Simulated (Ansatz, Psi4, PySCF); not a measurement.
Species: CCl₃, charge 0, multiplicity 2. SMILES: [C](Cl)(Cl)Cl
Structure (B3LYP-D3(BJ)/def2-TZVP (Ansatz, a first-principles code) minimum search):
```xyz
4

C     -0.0036     0.0008     0.2630
Cl    -0.0098     1.6900    -0.0363
Cl     1.4691    -0.8362    -0.0083
Cl    -1.4580    -0.8541    -0.0482
```
Charge 0, spin multiplicity 2.

Wanted: atomisation energy, in kcal/mol. Conventions: atomisation electronic, to ground-state atoms; no dispersion term unless named; spin-orbit terms left out; 6-311+G** with 5d, 6d on Na to Ar in Ansatz; frozen cores in correlated levels; non-relativistic; open shells spin-unrestricted; 6-31G* and kin with 6d, 5d where marked. CBS(X,Y): correlation extrapolated as X^-3; Hartree-Fock from the larger set. [CCSD(T)-MP2]/basis is that difference in the basis named. First-principles rows: single points at B3LYP-D3(BJ) geometries (Ansatz).

Coupled cluster (Ansatz) is a level with limits of its own, used here on species with T1 under 0.025 (0.045 for open shells) and stable references: RI-MP2/CBS(cc-pV(T+d)Z,cc-pV(Q+d)Z)+[CCSD(T)-MP2]/cc-pV(T+d)Z.

Value to compare with, RI-MP2/CBS(cc-pV(T+d)Z,cc-pV(Q+d)Z)+[CCSD(T)-MP2]/cc-pV(T+d)Z (Ansatz): 243.3 kcal/mol.

| level | program | atomisation energy (kcal/mol) | difference |
|---|---|---|---|
| SVWN5/6-31G* | Ansatz | 308.7 | 65.4 |
| B3LYP/3-21G | Ansatz | 185.4 | -57.9 |
| B3LYP/6-31G* | Ansatz | 231.0 | -12.3 |
| B3LYP/6-31+G* | Ansatz | 227.1 | -16.2 |
| PBE0/6-311+G** | Ansatz | 245.1 | 1.8 |
| wB97X-D/6-311+G** | Psi4 | 236.6 | -6.7 |
| MP2/3-21G | Ansatz | 146.6 | -96.7 |
| M06-2X/def2-TZVPD | PySCF | 246.4 | 3.1 |

Among the 7 habitual levels, MP2/3-21G lies farthest from RI-MP2/CBS(cc-pV(T+d)Z,cc-pV(Q+d)Z)+[CCSD(T)-MP2]/cc-pV(T+d)Z (Ansatz) (-96.7 kcal/mol) and PBE0/6-311+G** nearest (1.8); 2 of 7 lie above it, and their mean absolute difference is 36.7 kcal/mol, the median 16.2. One case shows no general order.

The levels are drawn from those run, B3LYP/6-31G* more often than the rest, none by its result; runs whose electronic state is in doubt are left out.
